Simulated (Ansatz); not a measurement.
A displaced shape of singlet CH₃N:

```yaml
atoms:
  - { symbol: C, position_ang: [-0.0029, -0.0458, -0.6317] }
  - { symbol: N, position_ang: [0.0249, -0.0982, 0.6485] }
  - { symbol: H, position_ang: [0.0352, 0.9194, 1.0597] }
  - { symbol: H, position_ang: [-0.0159, -0.9979, -1.1867] }
  - { symbol: H, position_ang: [-0.0394, 0.8813, -1.2322] }
```

It was optimised with PBE0/def2-SVP in Ansatz (development build ahead of 0.2.0) to forces under 0.001 eV/Å, with restricted orbitals. Each step stands on the lowest determinant of that kind that the program's search found.

Task: What shape does it relax to, and how does the optimisation go?

Result:

```yaml
atoms:
  - { symbol: C, position_ang: [-0.0083, -0.0399, -0.6143] }
  - { symbol: N, position_ang: [0.0300, -0.0726, 0.6489] }
  - { symbol: H, position_ang: [0.0320, 0.8803, 1.0297] }
  - { symbol: H, position_ang: [-0.0159, -0.9884, -1.1763] }
  - { symbol: H, position_ang: [-0.0359, 0.8794, -1.2303] }
```

Bond lengths: C1–N2 1.264 Å, N2–H3 1.026 Å, C1–H4 1.103 Å, C1–H5 1.107 Å. Angles: C1–N2–H3 110.3°, N2–C1–H4 119.2°, N2–C1–H5 125.3°, H4–C1–H5 115.5°.

| step | E − E(start) (eV) | largest force (eV/Å) |
| --- | --- | --- |
| 1 | 0.0000 | 2.1762 |
| 2 | -0.0686 | 0.8580 |
| 3 | -0.0959 | 0.3634 |
| 4 | -0.1012 | 0.1952 |
| 5 | -0.1019 | 0.1138 |
| 6 | -0.1025 | 0.0416 |
| 7 | -0.1025 | 0.0114 |
| 8 | -0.1025 | 0.0034 |
| 9 | -0.1025 | 0.0011 |
| 10 | -0.1025 | 0.0012 |
| 11 | -0.1025 | 0.0004 |

The optimisation ended after 11 steps with its threshold met.
